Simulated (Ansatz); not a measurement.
Species: C2H3O2 (charge 0, doublet). It need not be the lowest isomer of its formula. 
Structure (B3LYP-D3(BJ)/def2-TZVP (Ansatz, a first-principles code) minimum search):
SMILES: CO[C]=O
```xyz
7

C     -0.9614    -0.0741     0.0045
O     -0.8574    -1.2555    -0.0092
O     -0.0521     0.8706     0.0100
C      1.3414     0.4223    -0.0028
H      1.9343     1.3307     0.0041
H      1.5358    -0.1804     0.8822
H      1.5258    -0.1605    -0.9030
```
Charge 0, spin multiplicity 2.

Property: atomisation energy (electronic, to ground-state atoms), in kcal/mol. Cores are frozen in the correlated levels unless marked. UHF or UKS for open shells. Spin-orbit coupling is left out. Non-relativistic. The coupled-cluster limit lacks core correlation, which all-electron functionals hold. CBS marks a two-point X^-3 extrapolation of the correlation energy; Hartree-Fock from the larger set. The bracket is a focal-point correction in the basis named.

| level | program | atomisation energy (kcal/mol) |
|---|---|---|
| PBE/def2-TZVPD | Ansatz | (withheld) |
| revPBE-D3(BJ)/def2-TZVPD | Ansatz + dftd3 | (withheld) |
| B3LYP-D3(BJ)/def2-TZVPD | Ansatz + dftd3 | 681.7 |
| r2SCANh/def2-TZVPD | Ansatz | 678.2 |
| HSE06/def2-TZVPD | Ansatz | 684.2 |
| CAM-B3LYP/def2-TZVPD | Ansatz | (withheld) |
| LC-wPBE-D3(BJ)/def2-TZVPD | Ansatz + dftd3 | 685.1 |
| LC-wPBE-D4/def2-TZVPD | Ansatz + dftd4 | 685.4 |
| B2PLYP-D3(BJ)/def2-TZVPD | Ansatz + dftd3 | 676.2 |
| B2PLYP-D4/def2-TZVPD | Ansatz + dftd4 | 676.0 |
| RPA@PBE/cc-pVQZ | Ansatz | 636.4 |
| RI-MP2/CBS(cc-pVTZ,cc-pVQZ)+[CCSD(T)-MP2]/cc-pVTZ | Ansatz | (withheld) |

**Question.** Fill in the missing entries.

**Answer.** 
- PBE/def2-TZVPD, atomisation energy (kcal/mol): 709.7
- revPBE-D3(BJ)/def2-TZVPD, atomisation energy (kcal/mol): 686.9
- CAM-B3LYP/def2-TZVPD, atomisation energy (kcal/mol): 683.0
- RI-MP2/CBS(cc-pVTZ,cc-pVQZ)+[CCSD(T)-MP2]/cc-pVTZ, atomisation energy (kcal/mol): 679.0
